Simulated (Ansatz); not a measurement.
**SiHF (triplet): the correlation ladder, def2-QZVPP**

An exercise on one series of results from a longer session: the logs are not shown, and one member is left open.

The runs use Ansatz 0.2.0, Gaussian basis; def2-QZVPP, core rule «outside noble gas», up to 6 orbitals frozen.

Plan: UHF; ROHF; CCSD(T) on UHF.

2 further runs of the same task are left out: 2 set aside as unsound or not needed.

### The geometry

The geometry is a PBE0/def2-TZVP stationary point (not a proven minimum).

3 atoms, charge 0, spin multiplicity 3.

Atoms are counted from 1 here; the program's logs count them from 0.

Bond lengths: Si1–F2 1.606 Å, Si1–H3 1.493 Å. Angles: F2–Si1–H3 114.0°.

Set-up of the first run:

File in.yaml:

```yaml
crystal:
  periodic: [false, false, false]
  atoms:
    - {symbol: Si, position_ang: [0.000000, -0.099697, 0.614355]}
    - {symbol: F, position_ang: [0.000000, 0.084478, -0.981128]}
    - {symbol: H, position_ang: [0.000000, 1.185681, 1.374490]}
basis:
  gaussian: {orbitals: "def2-QZVPP.json"}
magnetization: {spin_polarized: true, initial_magnetization: 2}
hamiltonian: {xc: hf}
output: {orbitals: {seedname: orbitals}}
```

On the command line:

```sh
ansatz run in.yaml --threads 1 --pin off --events-out ev --progress --plain --max-ram 2393MiB
```

Among the steps run: UHF; ROHF; CCSD(T) on UHF.

One of the session's tables, all rows but one given; the rest of the session is left out.

```
  method  from UCCSD(T) (kcal/mol)
    ROHF                   +242.09
     UHF                         ?
    UMP2                    +14.58
   UCCSD                     +7.74
UCCSD(T)                         0
```

Estimate the missing values for UHF.

The run gave: from UCCSD(T) (kcal/mol): +240.90. In the column «from UCCSD(T) (kcal/mol)» it lies between UMP2 (+14.58) and ROHF (+242.09).
